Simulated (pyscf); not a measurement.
`[CH3][SiH2][CH3]` + `[H]` [doublet] -> `[CH4]` + `[CH3][SiH2]` [doublet] (substitution at C; doublet surface; C–Si broken, C–H formed). PySCF, gas phase, ωB97X-D3(BJ)/def2-SVP geometries. Energies in kcal/mol from the separated reactants.

| level | barrier | reaction energy |
|---|---|---|
| ωB97X-D3(BJ)/def2-TZVP | 30.9 | -15.7 |
| PBE/def2-TZVP | 20.6 | -20.1 |
| r²SCAN/def2-TZVP | … | -20.8 |
| PBE0-D3(BJ)/def2-TZVP | … | … |
| M06-2X/def2-TZVP | 28.2 | -19.1 |
| HF/def2-TZVP | 45.7 | -17.9 |

**Question.** What belongs in the gaps?

**Answer.** 
- r²SCAN/def2-TZVP, barrier: 21.7
- PBE0-D3(BJ)/def2-TZVP, barrier: 24.9
- PBE0-D3(BJ)/def2-TZVP, reaction energy: -18.1

The functionals in the table span 10.3 kcal/mol in this barrier, from PBE to ωB97X-D3(BJ). The same reactants have a lower exit, to H₃C–SiH•–CH₃ + H₂ (barrier +4.5 kcal/mol at ωB97M-D3(BJ), against +29.3 kcal/mol here). One saddle was located; it need not be the lowest between these sides. The angle at the attacked C is 178°.
